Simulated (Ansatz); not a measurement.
**SiH₂F+ (SMILES F[SiH2+]): single points off equilibrium**

One table from this session's results is given with a row withheld; the runs are named, their logs left out.

Computed with Ansatz 0.2.0, Gaussian basis. Level: single points in def2-TZVPP.

Correlated methods freeze the cores.

1 further run of the same task is left out (it didn't finish).

**The system as given**

SMILES `F[SiH2+]`, 4 atoms, charge 1, spin multiplicity 1.

Atoms are counted from 1 here; the program's logs count them from 0.

Bond lengths: F1–Si2 1.553 Å, Si2–H3 1.485 Å, Si2–H4 1.499 Å. Angles: F1–Si2–H3 117.3°, F1–Si2–H4 121.2°, H3–Si2–H4 121.1°.

Coordinates:

```xyz
4
charge 1, multiplicity 1
F     1.2950    0.4953   -0.4011
Si   -0.0974   -0.0426    0.0272
H    -1.2713    0.8347   -0.2136
H    -0.2317   -1.3194    0.8020
```

Set-up of the first run:

Contents of run/in.yaml:

```yaml
crystal:
  periodic: [false, false, false]
  atoms:
    - {symbol: F, position_ang: [1.294963, 0.495265, -0.401120]}
    - {symbol: Si, position_ang: [-0.097441, -0.042618, 0.027158]}
    - {symbol: H, position_ang: [-1.271278, 0.834701, -0.213581]}
    - {symbol: H, position_ang: [-0.231669, -1.319354, 0.801967]}
basis:
  gaussian: {orbitals: def2-TZVPP}
total_charge: 1
hamiltonian: {xc: pbe, dispersion: d4}
output: {forces: true}
```

Started as:

```
ansatz run in.yaml --threads 2 --pin off --events-out ev --progress --plain --max-ram 3481MiB
```

Steps of the session up to this table: PBE-D4/def2-TZVPP; r2SCAN-D4/def2-TZVPP; PBE0-D4/def2-TZVPP; wB97M-V/def2-TZVPP; CCSD(T)/def2-TZVPP.

One table of the session follows, with a row left open; its other results are not shown here.

```
   method  RMS force component (eV/Å)  angle to CCSD(T) forces (°)
   PBE-D4                           ?                            ?
r2SCAN-D4                       0.342                          6.4
  PBE0-D4                       0.351                         12.7
  wB97M-V                       0.404                          9.4
  CCSD(T)                       0.383                    reference
```

**Question.** Estimate the row for PBE-D4.

As computed: RMS force component (eV/Å): 0.269; angle to CCSD(T) forces (°): 50.1. In the column «RMS force component (eV/Å)» it is the lowest.

Limits of these values: CCSD(T) in triple zeta still lacks some correlation energy of the bonds, so part of these gaps is its own basis error and they don't rank the functionals.
